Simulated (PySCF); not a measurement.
## Oxygen: a sound run and one with changed settings

Sound run: O [He] 2s2 2p4, O+ [He] 2s2 2p3. Computed with PySCF 2.14 in cc-pVTZ-DK (4s3p2d1f, 30 functions), with scalar relativity by spin-free X2C-1e. The sound run starts from symmetry-adapted Hartree-Fock orbitals and uses a fine grid where one is needed.

Changed run: 14 angular points. This setting is unsound on purpose.

```tsv
species	method	sound run (hartree)	changed run (hartree)	converged
O	UHF	-74.86387	-74.86387	yes
O	B3LYP	-75.14508	-75.14490	yes
O	M06-2X	-75.11840	-75.12042	yes
O+	UHF	-74.42286	-74.42286	yes
O+	B3LYP	-74.62773	-74.62773	yes
O+	M06-2X	-74.61613	-74.61613	yes
```

Ionisation energy of O:

```csv
method,sound run (eV),changed run (eV)
UHF,12.001,12.001
B3LYP,14.078,14.073
M06-2X,13.667,13.722
```

A coarse angular grid integrates products of high-l functions wrongly, so density functionals can shift, and the SCF can exploit the error; Hartree-Fock and MP2 need no grid.

For comparison, NIST gives 13.618 eV between the lowest levels.
